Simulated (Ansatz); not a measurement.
Which is lower?

Two relaxed structures of LiAlSiH$_{4}$, closed shell (PBE0-D4/def2-TZVP; forces vanish, vibrations not checked).

A:

Li1  (-2.403, -0.469, -0.654)
Si2  (-0.397, 0.494, -1.479)
Al3  (-0.500, 0.531, 0.871)
H4  (-0.855, -0.989, -1.537)
H5  (0.914, 0.444, -2.186)
H6  (-2.002, -0.175, 1.083)
H7  (-0.038, 1.306, 2.177)
(Å)

B:

```json
{"atom": "Li1", "x (Å)": "-2.8014", "y (Å)": "0.0102", "z (Å)": "-0.5176"}
{"atom": "Si2", "x (Å)": "-0.3745", "y (Å)": "-0.0786", "z (Å)": "-0.9393"}
{"atom": "Al3", "x (Å)": "0.8368", "y (Å)": "0.0849", "z (Å)": "1.1222"}
{"atom": "H4", "x (Å)": "0.0034", "y (Å)": "-1.3505", "z (Å)": "-1.6428"}
{"atom": "H5", "x (Å)": "0.0498", "y (Å)": "1.0323", "z (Å)": "-1.8568"}
{"atom": "H6", "x (Å)": "1.1245", "y (Å)": "-1.1971", "z (Å)": "2.0360"}
{"atom": "H7", "x (Å)": "1.1614", "y (Å)": "1.4988", "z (Å)": "1.7983"}
```

Ansatz 0.2.0; basis: def2-TZVPP; cores frozen in the correlated methods. The outer core shell of Li, Na, Mg and K is correlated. B3LYP uses VWN-RPA correlation.

Problem. Which structure is lower at CCSD(T), and by how much? (Judge from chemistry; the value comes from the calculation.)

Solution. The calculation gives: A, by 0.171 eV (electronic energy, against the other). By their contacts, A is LiAlSiH₄ ([H]1[AlH]2[SiH]3[H][Li]123) and B is LiAlSiH₄ ([Li][SiH2][AlH2]).

Problem. Do the other methods give the same order? (Judge from chemistry; the calculation decides.)

Solution. The calculation gives: Not all: HF gives the other order.

```
   method  E(B) − E(A) (eV)
   PBE-D4             0.250
r2SCAN-D4             0.226
  PBE0-D4             0.191
 B3LYP-D4             0.159
  wB97M-V             0.187
       HF            -0.092
      MP2             0.165
     CCSD             0.127
  CCSD(T)             0.171
```

The T1 diagnostic stays at or below 0.017.

Labels in which every atom is bracketed show which atoms are joined, not bond orders.

For scale, one of the runs: CCSD(T)/def2-TZVPP, 159 basis functions, launched by `ansatz run in.yaml --threads 2 --pin off --events-out ev --progress --plain --max-ram 4352MiB`. Time: 12 s of wall clock on 2 CPU threads of an Arm Neoverse V1; the host was shared. Peak host memory: 1 GiB.
